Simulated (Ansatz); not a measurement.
Diamond-structure Ge: PBE at its full settings (plane-wave cutoff 520 eV, 10×10×10 k mesh, Fermi–Dirac smearing 0.01 eV, scalar-relativistic PAW data made under PBE) and at cheaper ones, in a cell of 2 atoms with Γ-centred meshes.

| level and setting | lattice parameter a (Å) | bulk modulus (GPa) |
|---|---|---|
| PBE (Ansatz) | 5.761 | 59.0 |
| PBE (6×6×6 k mesh) (Ansatz) | 5.765 | 57.1 |
| PBE (Fermi-Dirac smearing of 0.3 eV) (Ansatz) | 5.772 | 55.9 |

Largest shifts from the full settings: lattice constant a +0.19 % (PBE (Fermi-Dirac smearing of 0.3 eV)), against a difference of +2.07 % of the full result from the reference 5.644 Å (measured, static lattice: zero-point anharmonic expansion removed; as tabulated in Mejia-Rodriguez and Trickey (2018), arXiv:1807.09216); bulk modulus -5.3 % (PBE (Fermi-Dirac smearing of 0.3 eV)), against a difference of -24 % of the full result from the reference 77.3 GPa (measured, low-temperature value with the zero-point effect removed, our sources range from 77.3 to 79.4; as tabulated in Tanner et al. (2021), arXiv:2110.11888).

The full settings aren't shown to be converged themselves.

Caveats: the gap of the solid is closed in this run (PBE, PBE (6×6×6 k mesh), PBE (Fermi-Dirac smearing of 0.3 eV)). Ansatz's density-functional and Hartree–Fock values are scalar-relativistic unless marked +SOC, with PAW data made under PBE.

Run with cheap settings on purpose, which may leave them unconverged: PBE (6×6×6 k mesh), PBE (Fermi-Dirac smearing of 0.3 eV).

Ansatz is an electronic-structure program.
